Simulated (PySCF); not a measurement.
# C5H6 (1,2,4-pentatriene): the cost of one run

Computed with PySCF 2.14.0 and routines of our own; the level stands in each step. Atoms count from 0.

## 1. The system as given

11 atoms, charge 0, multiplicity 1; geometry from: GFN2-xTB.

## 2. Relaxing the molecule at PBE0-D3(BJ)/def2-TZVP

The job: settings as JSON, then the geometry in Å.

```
{"job": {"xc": "PBE0", "basis": "def2-TZVP", "d3": "d3bj", "grid": 2, "kind": "geom"}, "charge": 0, "multiplicity": 1}
C      1.959030     1.445904     0.768011
C      0.931431     0.670037     0.659539
C     -0.107012    -0.111894     0.534826
C     -0.686572    -0.480595    -0.741634
C     -1.742570    -1.276763    -0.863051
H      2.966290     1.058858     0.779297
H      1.857813     2.516416     0.859568
H     -0.579815    -0.519709     1.420091
H     -0.204332    -0.066599    -1.617268
H     -2.235147    -1.698079    -0.001661
H     -2.153693    -1.534908    -1.823681
```

On the command line:

```console
OMP_NUM_THREADS=1 python excited_run.py task.json out
```

One launch serves the whole session: the jobs run in the order shown.

**Question.** How long does this first job take on 1 thread of Arm Neoverse V2, shared host, and how much memory does it need?

About 22 s, with a peak of 0.79 GiB.
